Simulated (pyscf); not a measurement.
HO–GeH₃ + H₂ + HF → GeH₄ + H₂O + HF, a multi-bond step (singlet surface; Ge–O, H–H, F–H broken, Ge–H, H–O, F–H formed). Structures and frequencies: ωB97X-D3(BJ)/def2-SVP in PySCF. Energies in kJ/mol from the separated reactants.

Small-basis levels: PySCF, no dispersion term, spherical d functions. 

Q: In single points B3LYP/6-31G*+LANL2DZ puts the saddle at 101.3 kJ/mol and the reaction energy at +14.3 kJ/mol. Should these be trusted to within a few kcal/mol? Compare with ωB97M-D3(BJ)/def2-TZVP.

A: ωB97M-D3(BJ)/def2-TZVP gives ΔE‡ = 128.6 kJ/mol and ΔE = -1.5 kJ/mol. B3LYP/6-31G*+LANL2DZ lies 27.2 kJ/mol under it in the barrier and 15.8 kJ/mol over it in the reaction energy, so on this step it does not hold to within 12.6 kJ/mol. ωB97M-D3(BJ)/def2-TZVP has limits of its own. On the reactant side the descent ends in a bound adduct (not fully relaxed), 48.4 kJ/mol under the separated species and 178.8 kJ/mol under the saddle at ωB97X-D3(BJ)/def2-TZVP. On the product side the descent ends in a complex, 31.1 kJ/mol under the separated species and 157.4 kJ/mol under the saddle at ωB97X-D3(BJ)/def2-TZVP. One saddle was located; it need not be the lowest between these sides. In the def2 sets elements up to Kr have no core potential.
